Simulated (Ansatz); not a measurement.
# Molecular dynamics of C$_{2}$H$_{7}$B

Input:

```yaml
crystal:
  periodic: [false, false, false]
  atoms:
    - { symbol: B, position_ang: [-0.000389, -0.0854, -0.071192] }
    - { symbol: H, position_ang: [-0.002981, -0.272037, 1.118527] }
    - { symbol: C, position_ang: [1.384388, 0.067643, -0.79105] }
    - { symbol: H, position_ang: [1.826058, -0.943329, -0.848991] }
    - { symbol: H, position_ang: [1.334703, 0.454879, -1.815251] }
    - { symbol: H, position_ang: [2.10532, 0.659937, -0.212684] }
    - { symbol: C, position_ang: [-1.383026, -0.013907, -0.807941] }
    - { symbol: H, position_ang: [-2.095792, -0.768508, -0.449356] }
    - { symbol: H, position_ang: [-1.838158, 0.956732, -0.541657] }
    - { symbol: H, position_ang: [-1.330123, -0.056111, -1.901905] }
basis:
  gaussian: { orbitals: "6-31G*" }
hamiltonian:
  xc: b3lyp
  dispersion: d4
md:
  timestep: 0.5
  n_steps: 250
  ensemble: nve
  temperature: 500.0
  initial_velocities: maxwell_boltzmann
  seed: 929373
```

Run as:

```bash
$ ansatz run input.yaml --threads 1 --pin off --max-ram 2048MiB --backend cpu --events-out ev --progress --plain --runs-dir out
```

It starts from a relaxed structure.

Output, in part (step lines, the closing report, with atoms numbered from 0):

```
md step     0: t =     0.00 fs  T =   500.0 K  F+E_penalty+E_count = -2864.98381839 eV  E_kin = 0.517040 eV  conserved = -2864.46677839 eV  (21 SCF iters)
[... lines left out ...]
Total energy: -2864.65299175 eV, -105.2740557154 hartree
Atom 0 at     0.014873    -0.211888    -0.045833 Å, force    -0.719619    -0.859830     0.822606 eV/Å
Atom 1 at     0.030803    -0.551509     1.164966 Å, force    -0.105280     0.347461    -1.098389 eV/Å
Atom 2 at     1.332813     0.029431    -0.806669 Å, force     2.723626     0.955908     0.037892 eV/Å
Atom 3 at     2.311748    -0.056200    -0.193558 Å, force    -1.521721     0.208916    -0.668763 eV/Å
Atom 4 at     1.596170    -0.501985    -1.754925 Å, force    -0.788018     0.180823     0.450317 eV/Å
Atom 5 at     1.238718     1.124461    -1.117578 Å, force     0.278481    -0.943879     0.214688 eV/Å
Atom 6 at    -1.347739     0.090526    -0.794632 Å, force    -0.937218     0.188613     0.204963 eV/Å
Atom 7 at    -1.997490    -0.790023    -1.072735 Å, force     0.590846     0.525362     0.666155 eV/Å
Atom 8 at    -1.985778     0.790306    -0.166114 Å, force     0.466209    -0.774215    -0.605067 eV/Å
Atom 9 at    -1.164746     0.583924    -1.755811 Å, force     0.012692     0.170841    -0.024402 eV/Å
Dipole moment:     0.005708     0.051534    -0.143167 e Å
```

The steps, from the saved trajectory:

```csv
time (fs),T (K),potential energy less start (eV),conserved less start (meV/atom)
0.0,500,0.000,0.00
4.0,228,0.284,0.27
8.0,129,0.388,0.38
12.0,317,0.190,0.14
16.0,241,0.270,0.16
20.0,245,0.267,0.27
24.0,272,0.238,0.29
28.0,242,0.268,0.18
32.0,372,0.133,0.07
36.0,201,0.312,0.30
40.0,114,0.402,0.30
44.0,372,0.133,0.06
48.0,295,0.214,0.22
52.0,230,0.282,0.32
56.0,294,0.215,0.21
60.0,220,0.291,0.18
64.0,236,0.275,0.20
68.0,228,0.284,0.27
72.0,225,0.287,0.21
76.0,320,0.188,0.15
80.0,298,0.211,0.23
84.0,222,0.290,0.25
88.0,254,0.257,0.21
92.0,226,0.285,0.23
96.0,263,0.247,0.19
100.0,276,0.233,0.20
104.0,208,0.304,0.24
108.0,262,0.248,0.22
112.0,347,0.160,0.16
116.0,249,0.262,0.20
120.0,162,0.353,0.32
124.0,230,0.281,0.22
```

The run went to its last step. The conserved energy stayed within 0.4 meV per atom of its start (net change 0.29 meV per atom), so the integration is sound. The temperature averaged 0.51 of the 500 K drawn at the start: a run that starts near a minimum puts about half its kinetic energy into the potential. A run of 0.12 ps of so small a system gives no equilibrium averages.

The same pairs are bonded in the first frame and the last. Pairs count as bonded within 1.25 times the sum of covalent radii (0.12 Å more for H–H).

Last frame:

```xyz
10
Properties=species:S:1:pos:R:3
B 0.015 -0.212 -0.046
H 0.031 -0.551 1.165
C 1.333 0.029 -0.807
H 2.312 -0.056 -0.194
H 1.596 -0.502 -1.755
H 1.239 1.125 -1.118
C -1.348 0.090 -0.795
H -1.998 -0.790 -1.073
H -1.986 0.790 -0.166
H -1.165 0.584 -1.756
```

The run took 7.2 min on 1 thread of Arm Neoverse V1, on a shared host, peak memory 0.11 GiB.
